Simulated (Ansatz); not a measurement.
Ansatz (a first-principles code) input (B3LYP-D3(BJ)/def2-TZVP):

Ansatz 0.2 input:
```yaml
crystal:
  periodic: [false, false, false]
  atoms:
    - {symbol: C, position_ang: [0.00000000, 0.00000000, 0.00000000]}
    - {symbol: F, position_ang: [0.76292155, 0.76566412, 0.76815773]}
    - {symbol: F, position_ang: [-0.78426309, -0.74930884, 0.76277441]}
    - {symbol: F, position_ang: [-0.74667016, 0.76533291, -0.78428715]}
    - {symbol: F, position_ang: [0.76801170, -0.78168819, -0.74664498]}
basis:
  gaussian:
    orbitals: def2-TZVP
hamiltonian:
  xc: b3lyp
  dispersion: d3bj
phonons: {temperatures: {t_min: 298.15, t_max: 298.15, t_step: 100}}
```

Output:

```
Functional definition: B3LYP
integrals: 0.05 GiB planned
804 factors; their error is unknown
mean field: 0.57 GiB planned
mean field evaluation 1: about -11906.9056 eV, gradient 5.1e1 eV
mean field evaluation 2: about -11902.9178 eV, gradient 7.6e1 eV
mean field evaluation 4: about -11910.0349 eV, gradient 9.2e-1 eV
mean field evaluation 8: about -11910.0696 eV, gradient 1.9e-3 eV
mean field -11910.06960080 eV, -437.6869848944 hartree, gradient 3.2e-5 eV, S^2 0.000000; 0 other end points of the search recorded, 0 dependent functions left out
the calculation of the forces begins
reference -11910.06973797 eV, -437.6869899353 hartree; 21, 21 occupied and 134, 134 virtual orbitals, 804 factors
these checks for a lower state are left out or cut short: stability, starts, cluster_reference, orbital_swaps, neighbouring_geometries, increment
integrals: 0.05 GiB planned
804 factors; their error is unknown
mean field: 0.57 GiB planned
mean field evaluation 16: about -11910.0363 eV, gradient 4.0e-4 eV
mean field -11910.06942650 eV, -437.6869784887 hartree, gradient 5.2e-7 eV, S^2 0.000000; 0 other end points of the search recorded, 0 dependent functions left out
the calculation of the forces begins
reference -11910.06956367 eV, -437.6869835296 hartree; 21, 21 occupied and 134, 134 virtual orbitals, 804 factors
these checks for a lower state are left out or cut short: stability, starts, cluster_reference, orbital_swaps, neighbouring_geometries, increment
integrals: 0.05 GiB planned
804 factors; their error is unknown
mean field: 0.57 GiB planned
mean field -11910.06942650 eV, -437.6869784887 hartree, gradient 5.2e-7 eV, S^2 0.000000; 0 other end points of the search recorded, 0 dependent functions left out
the calculation of the forces begins
reference -11910.06956367 eV, -437.6869835296 hartree; 21, 21 occupied and 134, 134 virtual orbitals, 804 factors
these checks for a lower state are left out or cut short: stability, starts, cluster_reference, orbital_swaps, neighbouring_geometries, increment
integrals: 0.05 GiB planned
804 factors; their error is unknown
mean field: 0.57 GiB planned
mean field evaluation 32: about -11910.0695 eV, gradient 7.4e-5 eV
mean field -11910.06951494 eV, -437.6869817389 hartree, gradient 6.7e-7 eV, S^2 0.000000; 0 other end points of the search recorded, 0 dependent functions left out
the calculation of the forces begins
reference -11910.06965212 eV, -437.6869867802 hartree; 21, 21 occupied and 134, 134 virtual orbitals, 804 factors
these checks for a lower state are left out or cut short: stability, starts, cluster_reference, orbital_swaps, neighbouring_geometries, increment
integrals: 0.05 GiB planned
804 factors; their error is unknown
mean field: 0.57 GiB planned
mean field -11910.06950153 eV, -437.6869812460 hartree, gradient 4.3e-7 eV, S^2 0.000000; 0 other end points of the search recorded, 0 dependent functions left out
the calculation of the forces begins
reference -11910.06963869 eV, -437.6869862865 hartree; 21, 21 occupied and 134, 134 virtual orbitals, 804 factors
these checks for a lower state are left out or cut short: stability, starts, cluster_reference, orbital_swaps, neighbouring_geometries, increment
integrals: 0.05 GiB planned
804 factors; their error is unknown
mean field: 0.57 GiB planned
mean field -11910.06955567 eV, -437.6869832358 hartree, gradient 4.4e-7 eV, S^2 0.000000; 0 other end points of the search recorded, 0 dependent functions left out
the calculation of the forces begins
reference -11910.06969283 eV, -437.6869882765 hartree; 21, 21 occupied and 134, 134 virtual orbitals, 804 factors
these checks for a lower state are left out or cut short: stability, starts, cluster_reference, orbital_swaps, neighbouring_geometries, increment
integrals: 0.05 GiB planned
804 factors; their error is unknown
mean field: 0.57 GiB planned
mean field -11910.06956214 eV, -437.6869834736 hartree, gradient 5.8e-7 eV, S^2 0.000000; 0 other end points of the search recorded, 0 dependent functions left out
the calculation of the forces begins
reference -11910.06969932 eV, -437.6869885147 hartree; 21, 21 occupied and 134, 134 virtual orbitals, 804 factors
these checks for a lower state are left out or cut short: stability, starts, cluster_reference, orbital_swaps, neighbouring_geometries, increment
integrals: 0.05 GiB planned
804 factors; their error is unknown
mean field: 0.57 GiB planned
mean field evaluation 64: about -11910.0695 eV, gradient 2.1e-7 eV
mean field -11910.06950305 eV, -437.6869813020 hartree, gradient 4.3e-7 eV, S^2 0.000000; 0 other end points of the search recorded, 0 dependent functions left out
the calculation of the forces begins
reference -11910.06964021 eV, -437.6869863425 hartree; 21, 21 occupied and 134, 134 virtual orbitals, 804 factors
these checks for a lower state are left out or cut short: stability, starts, cluster_reference, orbital_swaps, neighbouring_geometries, increment
integrals: 0.05 GiB planned
804 factors; their error is unknown
mean field: 0.57 GiB planned
mean field -11910.06951630 eV, -437.6869817890 hartree, gradient 6.7e-7 eV, S^2 0.000000; 0 other end points of the search recorded, 0 dependent functions left out
the calculation of the forces begins
reference -11910.06965348 eV, -437.6869868303 hartree; 21, 21 occupied and 134, 134 virtual orbitals, 804 factors
these checks for a lower state are left out or cut short: stability, starts, cluster_reference, orbital_swaps, neighbouring_geometries, increment
integrals: 0.05 GiB planned
804 factors; their error is unknown
mean field: 0.57 GiB planned
mean field -11910.06956149 eV, -437.6869834496 hartree, gradient 5.8e-7 eV, S^2 0.000000; 0 other end points of the search recorded, 0 dependent functions left out
the calculation of the forces begins
reference -11910.06969866 eV, -437.6869884907 hartree; 21, 21 occupied and 134, 134 virtual orbitals, 804 factors
these checks for a lower state are left out or cut short: stability, starts, cluster_reference, orbital_swaps, neighbouring_geometries, increment
integrals: 0.05 GiB planned
804 factors; their error is unknown
mean field: 0.57 GiB planned
mean field -11910.06955488 eV, -437.6869832067 hartree, gradient 4.4e-7 eV, S^2 0.000000; 0 other end points of the search recorded, 0 dependent functions left out
the calculation of the forces begins
reference -11910.06969204 eV, -437.6869882474 hartree; 21, 21 occupied and 134, 134 virtual orbitals, 804 factors
Total energy: -11910.15228605 eV, -437.6900235212 hartree
Atom 0 at     0.000000     0.000000     0.000000 Å, force    -0.000000     0.000000     0.000003 eV/Å
Atom 1 at     0.762922     0.765664     0.768158 Å, force     0.000001     0.000001     0.000001 eV/Å
Atom 2 at    -0.784263    -0.749309     0.762774 Å, force    -0.000001    -0.000001     0.000001 eV/Å
Atom 3 at    -0.746670     0.765333    -0.784287 Å, force    -0.000002     0.000002    -0.000002 eV/Å
Atom 4 at     0.768012    -0.781688    -0.746645 Å, force     0.000002    -0.000002    -0.000002 eV/Å
Dipole moment:     0.000000    -0.000000    -0.000000 e Å
Vibrations: 427.58 427.58 621.05 621.05 621.05 900.71 1249.87 1249.87 1249.87 cm⁻¹, zero-point energy 0.456797 eV
```
